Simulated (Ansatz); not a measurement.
**NH3S (Thiohydroxylamine) at CCSDTQ/STO-3G**

Aim: the energy change on altering one bond length of NH3S (Thiohydroxylamine) at CCSDTQ/STO-3G, from 2 runs. 

Program for the calculation: Ansatz 0.2.0.

57 further runs of the same task are left out: 2 that didn't finish, 55 set aside as unsound or not needed.

### 1 The system as given

NH3S has 5 atoms, charge 0, and is taken as a singlet. As SMILES, `NS`. The coordinates come from a GFN2-xTB relaxation. This is one conformer, not always the lowest.

Bond lengths: N1–S2 1.719 Å, N1–H3 1.015 Å, N1–H4 1.015 Å, S2–H5 1.338 Å. Angles: N1–S2–H5 95.5°, S2–N1–H3 109.8°, S2–N1–H4 109.7°, H3–N1–H4 108.9°.

### 2 A single-point energy at CCSDTQ/STO-3G

File input.yaml:

```yaml
crystal:
  periodic: [false, false, false]
  atoms:
    - symbol: "N"
      position_ang: [-0.162760, -0.507400, -0.231700]
    - symbol: S
      position_ang: [0.168270, 0.954370, 0.610330]
    - symbol: H
      position_ang: [0.015040, -1.300690, 0.375430]
    - symbol: H
      position_ang: [-1.135990, -0.524720, -0.519210]
    - symbol: H
      position_ang: [1.115440, 1.378440, -0.234860]
basis:
  gaussian: {orbitals: STO-3G}
total_charge: 0
correlation: {method: ccsdtq, frozen_orbitals: {H: 0, "N": 1, S: 5}}
accuracy: high
scf: {omitted_lower_state_checks: [cluster_reference, increment]}
```

Launch:

```sh
$ ansatz run input.yaml --threads 1 --pin off --max-ram 2610MiB --events-out events.jsonl --progress --plain --runs-dir runs
```

Standard output (excerpt; [...] marks lines left out):

```text
Warning: RAYON_NUM_THREADS=1 ignored (pool sized by the plan → 1); use --threads N
Functional definition: HF
  name "HF"
[...]
289 factors; integrals over basis functions are off by at most 1.1e-8 eV
[...]
mean field -12207.54276496 eV, -448.6189220427 hartree, gradient 1.9e-8 eV, S^2 0.000000; 0 other end points of the search recorded, 0 dependent functions left out
6 core orbitals not correlated: weight in the atoms' cores, before any rotation towards them, 1.000 or more for the frozen orbitals, at most 0.000 for the correlated occupied ones
reference -12207.54276496 eV, -448.6189220427 hartree; 7, 7 occupied and 4, 4 virtual orbitals, 289 factors
second order -1.91200514 eV of doubles, -0.00000000 eV of singles
cycle   1  -2.36577269 eV  change   -4.5e-1 eV  update   5.2e-2
[...]
cycle  20  -2.61947014 eV  change   5.6e-10 eV  update  3.0e-10
Total energy: -12210.16223511 eV, -448.7151857950 hartree
Checks for a lower state left out: cluster_reference, increment
```

It took 2.5 s on 1 thread of Arm Neoverse V1, shared host; peak memory 0.1 GiB.

### 3 The distorted shape

File molecule.yaml:

```yaml
crystal:
  periodic: [false, false, false]
  atoms:
    - symbol: N
      position_ang: [-0.207206, -0.309094, -0.383470]
    - symbol: S
      position_ang: [0.123824, 1.152676, 0.458560]
    - symbol: H
      position_ang: [0.015040, -1.300690, 0.375430]
    - symbol: H
      position_ang: [-1.180436, -0.326414, -0.670980]
    - symbol: H
      position_ang: [1.070994, 1.576746, -0.386630]
basis:
  gaussian:
    orbitals: STO-3G
magnetization:
  spin_polarized: false
correlation:
  method: ccsdtq
  frozen_orbitals: {H: 0, "N": 1, S: 5}
accuracy: high
scf:
  omitted_lower_state_checks: [cluster_reference, increment]
```

Launch:

```sh
$ ansatz run molecule.yaml --threads 1 --pin off --max-ram 2610MiB --events-out events.jsonl --progress --plain --runs-dir runs
```

Standard output (excerpt; [...] marks lines left out):

```text
Warning: RAYON_NUM_THREADS=1 ignored (pool sized by the plan → 1); use --threads N
[... 2 set-up lines as earlier in the session ...]
[...]
289 factors; integrals over basis functions are off by at most 3.9e-8 eV
[...]
mean field -12206.46884760 eV, -448.5794563076 hartree, gradient 2.6e-8 eV, S^2 0.000000; 0 other end points of the search recorded, 0 dependent functions left out
6 core orbitals not correlated: weight in the atoms' cores, before any rotation towards them, 1.000 or more for the frozen orbitals, at most 0.000 for the correlated occupied ones
reference -12206.46884760 eV, -448.5794563076 hartree; 7, 7 occupied and 4, 4 virtual orbitals, 289 factors
second order -2.20590938 eV of doubles, -0.00000000 eV of singles
cycle   1  -2.73021109 eV  change   -5.2e-1 eV  update   6.1e-2
[...]
cycle  22  -3.06385290 eV  change   -1.2e-9 eV  update  7.2e-10
Total energy: -12209.53270050 eV, -448.6920508250 hartree
Checks for a lower state left out: cluster_reference, increment
```

Wall time 2.6 s (1 thread of Arm Neoverse V1, shared host); peak memory 0.1 GiB.

### 4 Outcome

Level: CCSDTQ/STO-3G, 6 core orbitals frozen.

```
                                                         quantity          value
                                        first shape: total energy  -448.71519 Eh
         first shape: correlation energy (6 core orbitals frozen)      -96.3 mEh
                                       first shape: T1 diagnostic          0.006
                                    distorted shape: total energy  -448.69205 Eh
     distorted shape: correlation energy (6 core orbitals frozen)     -112.6 mEh
                                   distorted shape: T1 diagnostic          0.008
energy change with the N1–H3 bond stretched from 1.015 to 1.268 Å       0.630 eV
```

With the N1–H3 bond stretched from 1.015 to 1.268 Å the energy rises by 0.63 eV (60.7 kJ/mol). The first shape isn't relaxed at this level, so the change isn't measured from a minimum. The minimal basis adds a large error of its own.
